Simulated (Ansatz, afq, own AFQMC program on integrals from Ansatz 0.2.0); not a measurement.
CH$_{2}$⁺, doublet in cc-pVDZ, levels against full CI

```xyz
3

C     0.0000    0.0000    0.0000
H     0.0000    0.0000   -2.1641
H     0.0000    0.0000    2.1641
```

Basis cc-pVDZ. Only valence electrons are correlated. AFQMC by an in-house program on the Cholesky factors that Ansatz 0.2.0 writes for its CCSD(T) run. ph-AFQMC/CISD is guided by a CISD state made of CCSD amplitudes; releasing the constraint for a short imaginary time cuts its bias at the price of noise, slowly where states lie close. Uncertainties: one standard error, sampling alone.

Determinant: UHF, the one that the program's search chose, which needn't be the lowest solution. The geometry is a point of a scan.

Full CI on the same integrals is exact in this basis and with this determinant's frozen core.

Cautions: strong correlation (T1 0.079, weight of the determinant 0.79, largest double 0.19); unrestricted determinant spin contaminated (⟨S²⟩ 1.73 against 0.75); CCSD(T) is in doubt: in a space of 5 electrons in 8 natural orbitals full CI lies 135 meV below it; the released energies are still falling, so no released level is given (meV from the phaseless value at times in 1/Eh: -9 ± 4 at 0.24, -20 ± 4 at 0.51, -32 ± 4 at 0.99, -42 ± 4 at 1.62, -55 ± 5 at 2.40), though the last usable value meets full CI within the noise.

The T1 diagnostic is 0.0793 and the weight of the determinant in the CISD state is 0.794. The ⟨S²⟩ of the determinant is 1.726 and the size of the correlated space is 5 electrons in 23 orbitals.

| level | correlation energy (eV) |
| --- | --- |
| MP2 | -1.3292 |
| CCSD | -2.2217 |
| CCSD(T) | -2.3071 |

(1) Estimate where phaseless AFQMC with a CISD trial lies against CCSD(T) on the same integrals.

(1) 3.73 ± 0.21 mEh below CCSD(T).

Reference: full CI, correlation energy -2.473 eV. The cautions show a poor starting determinant, so the rows tell how each method copes with it here, and full CI is the sure value.

```json
{"level": "CCSD(T)", "E − E(reference) (mEh)": "6.10", "share of correlation (%)": "93.29"}
{"level": "CCSDT", "E − E(reference) (mEh)": "1.07", "share of correlation (%)": "98.82"}
{"level": "CCSDT(Q)", "E − E(reference) (mEh)": "0.29", "share of correlation (%)": "99.68"}
{"level": "CCSDTQ", "E − E(reference) (mEh)": "0.00", "share of correlation (%)": "100.00"}
{"level": "ph-AFQMC/CISD", "E − E(reference) (mEh)": "2.37 ± 0.21", "share of correlation (%)": "97.39"}
```

CCSDT and higher add their correlation energy to the determinant of the CCSD(T) run, since their own runs factorise the integrals more tightly (a shift of under 2 meV).
